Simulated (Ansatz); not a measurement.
BNH2O (SMILES BN=O): the electronic atomisation energy, rung by rung

BNH2O has 5 atoms, charge 0, and is taken as a singlet. As SMILES, `BN=O`. The coordinates come from a GFN2-xTB relaxation.

Quantity: the electronic atomisation energy, in eV. The values are calculated. Electronic energies at fixed atoms, without zero-point motion or spin-orbit coupling.

```json
{"level": "revPBE/STO-3G", "kind": "GGA", "program": "Ansatz", "value (eV)": "20.46", "less FCI/STO-3G": "+4.44"}
{"level": "r2SCAN/STO-3G", "kind": "meta-GGA", "program": "Ansatz", "value (eV)": "20.00", "less FCI/STO-3G": "+3.98"}
{"level": "PBE0/STO-3G", "kind": "global hybrid", "program": "Ansatz", "value (eV)": "19.77", "less FCI/STO-3G": "+3.75"}
{"level": "wB97M-V/STO-3G", "kind": "range-separated hybrid", "program": "Ansatz", "value (eV)": "20.14", "less FCI/STO-3G": "+4.12"}
{"level": "RPA@PBE/STO-3G", "kind": "RPA", "program": "Ansatz", "value (eV)": "15.43", "less FCI/STO-3G": "-0.59"}
{"level": "MP2/STO-3G", "kind": "perturbation theory", "program": "Ansatz", "value (eV)": "15.45", "less FCI/STO-3G": "-0.57"}
{"level": "CCSD(T)/STO-3G", "kind": "coupled cluster or CI", "program": "Ansatz", "value (eV)": "15.98", "less FCI/STO-3G": "-0.04"}
{"level": "FCI/STO-3G", "kind": "exact in the basis", "program": "Ansatz", "value (eV)": "16.02", "less FCI/STO-3G": "0.00"}
```

FCI/STO-3G is exact within its basis and frozen core, so for wave-function methods in that basis the difference is their error; functionals converge differently with the basis, so for them it is only a difference. The values span 15.43 to 20.46 eV. All rows use very small basis sets, so none should be taken for the real molecule's value.
